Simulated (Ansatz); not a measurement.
C₄H₁₀N₂, SMILES `C1CNCCN1`. The species carries charge 0 and has multiplicity 1.

Cartesian coordinates in Å:
```
C -0.4229 -0.1499 1.4326
C -0.7102 -1.1068 0.2604
N 0.4340 -1.0709 -0.6271
C 0.5103 0.2052 -1.3207
C 0.2682 1.3383 -0.3012
N 0.4942 0.9219 1.0681
H 0.0180 -0.6976 2.2684
H -1.3622 0.2859 1.7917
H -0.8563 -2.1259 0.6259
H -1.6450 -0.8118 -0.2491
H 0.4166 -1.8363 -1.2857
H -0.2262 0.2922 -2.1382
H 1.5052 0.2973 -1.7676
H -0.7665 1.6890 -0.3704
H 0.9020 2.1974 -0.5325
H 1.4408 0.5718 1.1453
```

(1) Give the diagnostics of a CCSD(T)/def2-TZVPP run (frozen core, the Gaussian-basis code of Ansatz). (An estimate is asked.)

Results:

(1) The calculation gave: T1 = 0.0097, largest single amplitude 0.012, largest double 0.010, (T) share of the correlation energy 4.0 %, 9 CCSD cycles. The RHF solution is stable towards an unrestricted one. T1 lies under the customary mark of 0.02 for closed shells.
